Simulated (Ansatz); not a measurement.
Correlation energies of C₃H₆N₂O, SMILES `N/C=C(\N)C=O` by basis set

| atom | x (Å) | y (Å) | z (Å) |
| --- | --- | --- | --- |
| N1 | -1.676 | -1.052 | 0.012 |
| C2 | -0.345 | -0.973 | -0.085 |
| C3 | 0.351 | 0.190 | -0.010 |
| N4 | -0.375 | 1.403 | 0.192 |
| C5 | 1.794 | 0.165 | -0.134 |
| O6 | 2.489 | -0.816 | -0.303 |
| H7 | -2.185 | -0.200 | 0.183 |
| H8 | -2.157 | -1.930 | -0.001 |
| H9 | 0.206 | -1.895 | -0.238 |
| H10 | -0.082 | 1.891 | 1.029 |
| H11 | -0.281 | 2.043 | -0.586 |
| H12 | 2.261 | 1.175 | -0.058 |

Total charge 0; spin multiplicity 1. The structure was optimised at the PBE0-D4/def2-TZVP level. It is one conformer, not always the lowest. Frozen core, restricted reference, Ansatz 0.2.0. CBS rows extrapolate triple and quadruple zeta; past MP2 they add the triple-zeta difference.

```
     basis     HF (Eh)  MP2 corr.
def2-TZVPP  -300.95699   -1.12671
def2-QZVPP  -300.97065   -1.20657
```

Q: Estimate the CCSD correlation energy and the (T) correction in each basis where they were run (hartree).

A: 
```tsv
basis	CCSD corr.	(T)
def2-TZVPP	-1.15074	-0.05235
CBS(def2)	-1.28977	as TZ
```
